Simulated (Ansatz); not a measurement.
Bonds to the group Y in Y-SnCl3. Gas-phase values, no solvent. Each species was relaxed from one start; no search for lower structures was made at this level. In the def2 sets, heavy atoms carry core potentials. Strings in code marks are SMILES.

Quantity: electronic energy of homolysis of the metal–ligand bond (relaxed doublet parts, no counterpoise, zero-point or spin–orbit term), in kJ/mol. HF references are unrestricted for open shells and restricted for singlets.

Fragment left after the loss: `[Cl][Sn]([Cl])[Cl]` (neutral, multiplicity 2). Bound species: methyl: `[CH3][Sn]([Cl])([Cl])[Cl]` (neutral, multiplicity 1), with this geometry (Å):

```xyz
8

C     -1.2497    -0.1435     0.0411
Sn     0.8581     0.0985    -0.0282
Cl     1.8484    -1.3138    -1.6010
Cl     1.4690     2.2786    -0.5968
Cl     1.8594    -0.3705     2.0276
H     -1.4717    -1.1837     0.3124
H     -1.6541     0.5442     0.7951
H     -1.6594     0.0901    -0.9501
```

Estimate the electronic energy of homolysis of the metal–ligand bond (relaxed doublet parts, no counterpoise, zero-point or spin–orbit term) that frozen-core CCSD(T)/def2-TZVPP // PBE0-D3(BJ)/def2-SVP (Ansatz, a quantum-chemistry and plane-wave program) returns for this input.

304.6 kJ/mol.
